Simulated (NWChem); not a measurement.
Species: hydrazine (N₂H₄); SMILES NN

```xyz
6

N     -0.0731     0.7139     0.0732
N      0.0731    -0.7139     0.0732
H      0.8386     1.1035     0.3004
H     -0.3281     1.0712    -0.8495
H     -0.8386    -1.1035     0.3004
H      0.3281    -1.0712    -0.8495
```
Atoms are numbered in this order, from 1.

Results from NWChem. Pople sets run with spherical d functions. The geometry was optimised at B3LYP/6-31G* (spherical d). B3LYP is NWChem's, with the RPA form of VWN correlation. Level: B3LYP/6-31G* with SMD (1 M gas to 1 M solution), gas-phase geometry.

For solvent n-hexane:

* **solvation free energy (kcal/mol)**: -1.8
* **dipole in solution (D)**: 2.37

Task: What are these values for solvent water?

Result: The solvation free energy (kcal/mol) is -5.5 and the dipole in solution (D) comes out as 2.61.
